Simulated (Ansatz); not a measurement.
## Worked example: correlation energy of H2Ge–BH2, doublet

Geometry: displaced at random from a stationary point.

```yaml
atoms:
  - { symbol: Ge, position_ang: [0.0017, 0.0020, 0.2859] }
  - { symbol: B, position_ang: [0.0009, -0.0142, -1.6988] }
  - { symbol: H, position_ang: [0.0489, 1.3004, 1.1168] }
  - { symbol: H, position_ang: [-0.0539, -1.2730, 1.1466] }
  - { symbol: H, position_ang: [-0.0963, 1.0409, -2.3425] }
  - { symbol: H, position_ang: [-0.0326, -1.0569, -2.3053] }
```

Basis cc-pVDZ; Ansatz 0.2.0. Only valence electrons are correlated (noble-gas cores and the filled d shells of p-block atoms frozen), which leaves 11 electrons in 46 orbitals. R marks a restricted (for open shells ROHF) determinant, U an unrestricted one. No spin–orbit coupling is included, and no scalar relativity.

Full CI isn't at hand for all of this; UCCSDT(Q) serves as the reference, and is uncertain by about the last step of the cluster series.

Runs differ by some tens of microhartree through their thresholds and, for an open shell, their frozen cores, so steps under 0.03 kcal/mol mean nothing.

```csv
level,total energy (hartree)
UHF,-2102.286646
UMP2,-2102.456331
UCCSD,-2102.496075
UCCSD(T),-2102.501344
UCCSDT,-2102.502447
UCCSDT(Q),-2102.502660
```

Problem. What is the correlation energy at UCCSDT(Q), and what share of it do UMP2 and UCCSD recover?

Solution. E(corr) = -2102.502660 − (-2102.286646) = -0.216014 hartree = -5.878 eV. UMP2: -0.169685 / -0.216014 = 78.55 %. UCCSD: -0.209429 / -0.216014 = 96.95 %.

Problem. By how many kcal/mol does UCCSD(T) miss UCCSDT(Q) (1 hartree = 627.509 kcal/mol), and which steps make up the rest?

Solution. -2102.501344 − (-2102.502660) = 0.001316 hartree = 0.83 kcal/mol. Steps: UCCSDT − UCCSD(T) = -0.69, UCCSDT(Q) − UCCSDT = -0.13 kcal/mol. Differences between like states or geometries often cancel part of this.
